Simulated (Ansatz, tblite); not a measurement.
# The cluster Te₂As+: one state, many levels

An exercise on one series of results from a longer session: the logs are not shown, and one member is left open.

Method: as each input shows; program: Ansatz 0.2.0, Gaussian basis.

Levels to be run: GFN1-xTB, GFN2-xTB, PBE-D4/def2-TZVP, r2SCAN-D4/def2-TZVP, B2PLYP/def2-TZVP, PBE-QIDH/def2-TZVP, ωB97M-V/def2-TZVP, HSE06-D4/def2-TZVP, B3LYP-D4/def2-TZVP, PBE-D4/def2-SVP, PBE0-D4/def2-SVP, CCSD(T)/def2-TZVPP, MP2/def2-TZVP, RPA/def2-TZVP.

6 further runs of the same task are left out: 6 set aside as unsound or not needed. Runs told in other sessions of the task aren't counted.

**The relaxed structure**

The singlet was relaxed beforehand with PBE0-D4/def2-TZVP. At that level it is the lowest of the isomers that a small search found.

3 atoms, charge 1, spin multiplicity 1.

Bond lengths: As1–Te2 2.460 Å, As1–Te3 2.460 Å, Te2–Te3 2.841 Å. Angles: Te2–As1–Te3 70.6°, As1–Te2–Te3 54.7°, As1–Te3–Te2 54.7°.

Te takes a core potential in the def2 sets. No spin-orbit coupling is included. The ion is computed in the gas phase, without counter-ions or solvent.

PBE0-D4/def2-TZVP was run before; its log isn't repeated, and its numbers join the tables.

The first run:

Tight binding, by tblite at 300 K electronic temperature and without a spin-polarisation term:

```python
tblite.interface.Calculator('GFN1-xTB', numbers, positions, charge=1, uhf=0).singlepoint()
```

Tight binding, by tblite at 300 K electronic temperature and without a spin-polarisation term:

```python
tblite.interface.Calculator('GFN2-xTB', numbers, positions, charge=1, uhf=0).singlepoint()
```

start.molden holds the orbitals of an earlier run on this state, given as this run's starting guess.

in.yaml reads:

```yaml
crystal:
  periodic: [false, false, false]
  atoms:
    - {symbol: As, position_ang: [-0.556281, 0.145502, 1.209098]}
    - {symbol: Te, position_ang: [0.725685, -1.371552, -0.242350]}
    - {symbol: Te, position_ang: [-0.169405, 1.226050, -0.966748]}
basis:
  gaussian: {orbitals: def2-TZVP, initial_orbitals: start.molden}
total_charge: 1
hamiltonian: {xc: pbe, dispersion: d4}
scf: {omitted_lower_state_checks: [starts]}
output: {orbitals: {seedname: orbitals}}
```

Run with:

```console
ansatz run in.yaml --threads 4 --pin off --events-out ev --progress --plain --max-ram 3916MiB
```

Among the steps run: PBE-D4/def2-TZVP; r2SCAN-D4/def2-TZVP; B2PLYP/def2-TZVP; PBE-QIDH/def2-TZVP; ωB97M-V/def2-TZVP; HSE06-D4/def2-TZVP; B3LYP-D4/def2-TZVP; PBE-D4/def2-SVP; PBE0-D4/def2-SVP; CCSD(T)/def2-TZVPP; MP2/def2-TZVP; RPA/def2-TZVP.

One of the session's tables, all rows but one given; the rest of the session is left out.

It belongs to the step «Levels side by side». 

```
              level  HOMO (eV)  LUMO (eV)  gap (eV)
    PBE-D4/def2-SVP     -10.48      -9.81      0.67
   PBE-D4/def2-TZVP          ?          ?         ?
r2SCAN-D4/def2-TZVP     -10.67      -9.86      0.81
 B3LYP-D4/def2-TZVP     -11.12      -9.32      1.80
   PBE0-D4/def2-SVP     -11.38      -9.29      2.09
  PBE0-D4/def2-TZVP     -11.32      -9.20      2.12
 HSE06-D4/def2-TZVP     -10.95      -9.57      1.38
  ωB97M-V/def2-TZVP     -13.19      -7.40      5.80
```

Estimate the missing values for PBE-D4/def2-TZVP.

**Answer.** HOMO (eV): -10.44; LUMO (eV): -9.76; gap (eV): 0.69. In the column «HOMO (eV)» it is the highest.
